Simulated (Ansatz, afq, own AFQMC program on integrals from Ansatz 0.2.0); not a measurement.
Ga, doublet in def2-TZVP, levels against full CI

A free Ga atom.

Basis def2-TZVP. Noble-gas cores (and the filled d shells of Ga–Kr and In–Xe) are frozen. AFQMC by an in-house program on the Cholesky factors that Ansatz 0.2.0 writes for its CCSD(T) run. ph-AFQMC/CISD is guided by a CISD state made of CCSD amplitudes; releasing the constraint for a short imaginary time cuts its bias at the price of noise, slowly where states lie close. Free projection: walkers drawn from exp(T), propagated without any constraint. Its projection time is finite, and what remains of the start isn't in its error. ± is one standard error of the sampling. No spin–orbit coupling.

Determinant: UHF, the one that the program's search chose, which needn't be the lowest solution.

Full CI on the same integrals is exact in this basis and with this determinant's frozen core.

Cautions: no relativity below Rb; no spin-orbit coupling; inner d shell frozen; the ph-AFQMC/HF walk drifts between its halves (2.3 errors).

The T1 diagnostic is 0.0131 and the weight of the determinant in the CISD state is 0.944. The ⟨S²⟩ of the determinant is 0.763 and the size of the correlated space is 3 electrons in 34 orbitals.

```csv
level,correlation energy (eV)
MP2,-0.9220
CCSD,-1.2767
CCSD(T),-1.3000
```

(1) Estimate where free-projection AFQMC lies against CCSD(T) on the same integrals.

(1) 0.19 ± 0.004 kcal/mol below CCSD(T).

Reference: full CI, correlation energy -1.308 eV. The released energy is read at 1.50 1/Eh (meV from the phaseless value at times in 1/Eh: -0.5 ± 0.4 at 0.24, -1.3 ± 0.4 at 0.50, -1.8 ± 0.4 at 1.00, -2.0 ± 0.3 at 1.50).

```tsv
level	E − E(reference) (kcal/mol)	share of correlation (%)
CCSD(T)	0.19	99.38
ph-AFQMC/HF	1.29 ± 0.19	95.72
ph-AFQMC/CISD	0.07 ± 0.01	99.78
released AFQMC	0.02 ± 0.006	99.93
free AFQMC	-0.01 ± 0.004	100.02
```

Free projections are given only where their last times agree within the noise and don't stop above the reference; a slow remainder of the start can still hide under it. A walk keeps the symmetry of its determinant, which the program's search chose and which needn't be the lowest solution, so a lower state of the same spin and another symmetry isn't excluded. Released energies are given only where the last usable release times agree within the noise; a slower fall can still hide under it.
